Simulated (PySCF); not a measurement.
**Adding and removing an electron: Cl₂**

RHF-CCSD(T); Cl 6-31G(d,p); no relativity (PySCF 2.14). Neutral (RHF): singlet (closed shell), Re = 2.042 Å, ωe = 498 cm⁻¹, De = 1.75 eV.

Cl₂⁺ (UHF): doublet (π ↑), Re = 1.940 Å, ωe = 590 cm⁻¹, De = 2.81 eV to Cl⁺ + Cl. The energies at the minima are -919.19909 hartree for Cl2 and -918.78810 for Cl₂⁺.

Work out the adiabatic ionisation energy, without and with harmonic zero-point energies (1 hartree = 27.2114 eV, 1 eV = 8065.5 cm⁻¹), and the change of the bond length.

At CCSD(T): 0.41099 hartree = 11.184 eV between the minima; the zero-point term (590.0 − 498.0)/2 cm⁻¹ = +0.006 eV makes it 11.189 eV. Re changes by -10.2 pm against the neutral. The electron leaves a π orbital, and the shorter bond of the ion fits an antibonding orbital, or a change in how ionic the bond is.

Correlated steps freeze 10 core orbitals. Correlated levels converge slowly with the basis: in double zeta they bind strong bonds too weakly, by up to about 1 eV, and carry superposition errors of some tenths. Where the molecule has an RHF reference, its open-shell atoms are computed with UHF. States were picked by a PBE0 search and need not be the measured ground states.

Neutral and ion stand on different kinds of reference determinant, which adds to the error of the difference.
